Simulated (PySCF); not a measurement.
Relaxation of doublet [SiF2]+

Method: UPBE0 in PySCF with Si def2-TZVP, F def2-TZVP; no relativity; density-fitted integrals. A (50,194) grid was used.

A hand-made linear start, of D∞h symmetry, held to at least that symmetry:

```xyz
3
charge 1 multiplicity 2, angstrom
Si    0.0000    0.0000    0.0000
F     0.0000    0.0000    1.7640
F     0.0000    0.0000   -1.7640
```

Q: What does it relax to?

A: It ends at D∞h with Si–F 1.547 Å (×2); F–Si–F 180.0°. A frequency run shows 2 imaginary modes (one degenerate set), down to 385i cm⁻¹, so it is a higher-order saddle point. Other isomers or separated fragments may lie lower.

Q: How much energy is released, and in how many steps?

A: 118.2 kJ/mol in 4 steps.
